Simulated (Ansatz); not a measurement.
Basis-set extrapolation for `CC(O)O` (PBE0-D4/def2-TZVP geometry, frozen core, the Gaussian-basis code of Ansatz). Multiplicity 1, RHF reference.

```tsv
	def2-TZVPP	def2-QZVPP
HF	-229.054946	-229.065867
MP2 correlation	-0.832776	-0.894709
CCSD(T) correlation	-0.890254	not run
```

Energies in hartree. Use E(X) = E(∞) + A·exp(−7.88·√X) for Hartree–Fock and E(X) = E(∞) + B·X^(−2.97) for correlation, with X = 3 and 4, and add CCSD(T) minus MP2 of the smaller set to the MP2 limit.

What is the CCSD(T) energy at the basis-set limit?

HF limit: -229.065867 + (-0.010921) × 0.13774 = -229.06737. MP2 limit: -0.894709 + (-0.061933) × 0.74074 = -0.94059. Higher-order term: -0.890254 − (-0.832776) = -0.05748. Total: -230.06544 hartree, 315.7 kJ/mol below CCSD(T)/def2-TZVPP.
